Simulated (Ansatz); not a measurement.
The input, for Ansatz 0.2.0:

```yaml
crystal:
  periodic: [false, false, false]
  atoms:
    - {symbol: P, position_ang: [-0.000005, -0.413861, 2.039497]}
    - {symbol: Ga, position_ang: [0.000011, -0.305440, -1.045599]}
    - {symbol: S, position_ang: [-0.000002, -0.294075, -3.064648]}
    - {symbol: H, position_ang: [-0.000004, 1.013376, 2.070750]}
basis:
  gaussian: {orbitals: STO-3G}
magnetization: {spin_polarized: false, initial_magnetization: 1}
correlation: {method: sc_nevpt2, electrons: outside_noble_gas, active_space: {window: {electrons: 1, orbitals: 3}}}
```

```sh
$ ansatz run in.yaml --threads 1 --pin off --events-out ev --progress --plain --max-ram 2393MiB
```

Log:

```
378 factors; integrals over basis functions are off by at most 4.1e-5 eV
mean field evaluation 1: about -71602.0128 eV, gradient 2.4e1 eV
mean field evaluation 2: about -71602.0303 eV, gradient 2.4e1 eV
mean field evaluation 4: about -71605.1182 eV, gradient 8.8e0 eV
mean field evaluation 8: about -71605.8796 eV, gradient 2.2e-1 eV
mean field evaluation 16: about -71600.9817 eV, gradient 8.3e0 eV
mean field evaluation 32: about -71608.3474 eV, gradient 1.8e-2 eV
mean field evaluation 64: about -71608.3474 eV, gradient 2.4e-3 eV
mean field evaluation 96: about -71608.3501 eV, gradient 6.9e-3 eV
mean field evaluation 128: about -71608.3474 eV, gradient 3.0e-3 eV
mean field evaluation 160: about -71608.3487 eV, gradient 3.2e-1 eV
mean field evaluation 192: about -71600.6309 eV, gradient 1.1e1 eV
mean field -71608.35014171 eV, -2631.5583298249 hartree, gradient 2.4e-6 eV, S^2 0.750000; 13 other end points of the search recorded, 0 dependent functions left out
reference -71608.35014171 eV, -2631.5583298249 hartree; 32, 31 occupied and 5, 6 virtual orbitals, 378 factors
state -71608.35014171 eV, -2631.5583298249 hartree
state -71608.35014171 eV, -2631.5583298249 hartree; corrected -71611.29856673 eV, -2631.6666824456 hartree
state -71605.87987218 eV, -2631.4675490941 hartree
state -71605.87987218 eV, -2631.4675490941 hartree; corrected -71608.64107531 eV, -2631.5690214373 hartree
state -71608.35014171 eV, -2631.5583298249 hartree; corrected -71611.29856673 eV, -2631.6666824456 hartree
WARN: 2 active orbitals are nearly empty or full. The corrections depend on them more than the energy does, and are more stable in an active space without them
Total energy: -71611.29856673 eV, -2631.6666824456 hartree
```

Ran on 1 thread of Arm Neoverse V1, shared host: 11 s wall, 0.12 GiB peak host memory.
